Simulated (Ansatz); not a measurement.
Ansatz results at the PBE0-D4/def2-TZVP geometry: LUMO energy (PBE/def2-TZVPP) -1.30 eV; LUMO energy (B3LYP/def2-TZVPP) -0.54 eV; size of the dipole moment (PBE/def2-TZVPP) 0.18 D.

(1) Which molecule gave them?
A. `N#N`
B. `CC=N`
C. `O=C=S`
D. `N#[N+][O-]`

Answers

(1) D. The others give `N#N`: -1.77, -0.80, 0.00; `CC=N`: -1.14, -0.25, 2.46; `O=C=S`: -1.79, -1.06, 0.67.

B3LYP here is the variant with VWN-RPA as its local correlation; programs differ in this.
